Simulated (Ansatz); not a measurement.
Elements on the sites of an ideal hcp lattice, at a guessed lattice constant:

```
Li Si Sc Ti Ga
1.0
     3.01165   -5.21634    0.00000
     3.01165    5.21634    0.00000
     0.00000    0.00000    9.63729
Li Si Sc Ti Ga
2 2 2 5 5
Direct
  0.33333 0.66667 0.62500
  0.83333 0.66667 0.12500
  0.83333 0.16667 0.12500
  0.16667 0.83333 0.37500
  0.33333 0.16667 0.62500
  0.66667 0.83333 0.37500
  0.33333 0.16667 0.12500
  0.83333 0.16667 0.62500
  0.66667 0.33333 0.37500
  0.66667 0.83333 0.87500
  0.16667 0.83333 0.87500
  0.33333 0.66667 0.12500
  0.83333 0.66667 0.62500
  0.66667 0.33333 0.87500
  0.16667 0.33333 0.37500
  0.16667 0.33333 0.87500
```

Cell and atoms were relaxed without symmetry on coarser meshes and computed once more. All numbers below come from Ansatz 0.2.0, DFT PBE, scalar-relativistic, plane waves, PAW.

Cutoff 420 eV; k points 7×7×4 on the computed 16-atom cell (Γ-centred); Gaussian smearing, width 0.10 eV; no spin polarisation.

The relaxation ran on 3×3×2 (shifted) and then 4×4×2 k points with a smearing of 0.1 eV, from sites shaken by 0.02 Å.

Q: What does the relaxation give?

A: A volume of 16.40 Å³/atom and no gap on the mesh. It lies 0.31 eV/atom below the elements' standard states (static lattices, no corrections for gases). The atoms leave their sites by 0.29 Å (root mean square) and 0.46 Å at most, and the cell stretches by up to 5.6 % at fixed volume.

```
CELL_PARAMETERS angstrom
2.76692 -4.78364 -0.15540
2.94591 4.88690 -0.04921
-0.32830 0.09710 9.51706
ATOMIC_POSITIONS crystal
Li 0.27914 0.63253 0.60085
Li 0.84529 0.65276 0.12793
Si 0.85371 0.19701 0.14153
Si 0.19523 0.82647 0.34338
Sc 0.26792 0.11830 0.59492
Sc 0.71138 0.85850 0.35937
Ti 0.33829 0.15290 0.12691
Ti 0.78525 0.14821 0.66516
Ti 0.72142 0.35721 0.39599
Ti 0.68034 0.86235 0.91550
Ti 0.16669 0.83623 0.86354
Ga 0.31784 0.65278 0.10840
Ga 0.77510 0.63953 0.64301
Ga 0.66815 0.34562 0.89338
Ga 0.21299 0.37092 0.35884
Ga 0.18158 0.34024 0.86615
```

Cost: 2 runs of about 9.2 core-minutes in all (earlier runs that led there not counted), on Intel Xeon 6975P-C (Granite Rapids) (shared hosts).